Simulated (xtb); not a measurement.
A geometry relaxed with xtb 6.7.1 with GFN2-xTB, charge 0, multiplicity 2:

```xyz
2

H     -0.4820     0.0000     0.0000
O      0.4820     0.0000     0.0000
```

### Question
Write the SMILES of this molecule.

### Answer
`[OH]`
